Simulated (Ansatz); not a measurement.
Candidate structures of ZnS, relaxed level by level: ZnS (model structure, started from the BN type, Pm-3n, No. 223, 12 atoms in the cell); ZnS (model structure, started from the GeS type, Pnma, No. 62, 8 atoms in the cell); wurtzite ZnS (high-temperature phase); zinc-blende ZnS. Levels: PBE (Ansatz, a first-principles code, PAW), r²SCAN (PAW; Ansatz).

Task: Which structure has the lowest energy at each level, and how far above it lie the others?

Result: Lowest: PBE, zinc-blende ZnS (within 10 meV/atom of wurtzite ZnS (high-temperature phase), too close to call); r²SCAN, zinc-blende ZnS (within 10 meV/atom of wurtzite ZnS (high-temperature phase), too close to call). Energies above the lowest of these candidates, meV/atom:

```csv
structure,PBE,r²SCAN
zinc-blende ZnS,0,0
wurtzite ZnS (high-temperature phase),3,3
"ZnS (model structure, started from the GeS type, Pnma, No. 62, 8 atoms in the cell)",95,117
"ZnS (model structure, started from the BN type, Pm-3n, No. 223, 12 atoms in the cell)",105,148
```

Started from a measured cell: zinc-blende ZnS; wurtzite ZnS (high-temperature phase).

Static-lattice energies; unlike cells have unlike k meshes, which leaves some meV/atom of uncertainty, and other structures than these can lie lower.

A model structure was made by putting elements into a prototype or built by hand; it is no filed structure, need not be a known phase, and can be a saddle point held by its symmetry.
